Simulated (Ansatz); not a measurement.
Chalcopyrite CuGaSe2, treated with BLYP in Ansatz (plane waves, PAW).

Settings: plane-wave cutoff 520 eV, 8×8×8 k mesh, Fermi–Dirac smearing 0.01 eV, no spin polarisation, scalar-relativistic PAW data made under PBE.

Results at a series of volumes:

```
V (Å³/atom)  E − E_lowest (meV/atom)
-----------  -----------------------
23.200                          6.49
23.683                          1.57
24.166                          0.00
24.650                          1.40
25.133                          5.43
```

**Question.** What bulk modulus B0 and pressure derivative B′ does a third-order Birch–Murnaghan fit give?

**Answer.** V0 = 24.171 Å³/atom, B0 = 49.1 GPa, B′ = 4.9 (fit to the energies at full precision).

Shape and atoms are relaxed at each volume.

Note: the cell is over a tenth larger than the published one: the level's own overestimate first of all, though another phase or state, or a fault of the published cell, is possible; the bulk modulus comes from volumes at which shape and atoms were relaxed.

The computed numbers hold no vibrational or temperature effects.

Ansatz is a first-principles code.
